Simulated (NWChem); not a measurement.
## Ionisation of hydrogen cyanide (CHN)

SMILES: C#N
```xyz
3

C      0.0000     0.0000    -0.5060
N      0.0000     0.0000     0.6613
H      0.0000     0.0000    -1.5931
```
Charge 0, spin multiplicity 1.

The numbers come from NWChem runs, not from measurements. All single points use one geometry, from PBE/def2-SVP, a minimum by its harmonic frequencies.

Basis set: def2-TZVP. −ε marks an orbital energy of the parent.

B3LYP has NWChem's definition, with VWN1-RPA local correlation.

Task: One of these methods gave a first vertical ionisation energy of 13.39 eV. Which?
(A) −ε(HOMO) of PBE
(B) −ε(HOMO) of HF
(C) −ε(HOMO) of B3LYP
(D) −ε(HOMO) of r2SCAN

Result: B, −ε(HOMO) of HF. The others give 10.04 (−ε(HOMO) of B3LYP), 8.92 (−ε(HOMO) of PBE), 9.20 (−ε(HOMO) of r2SCAN).
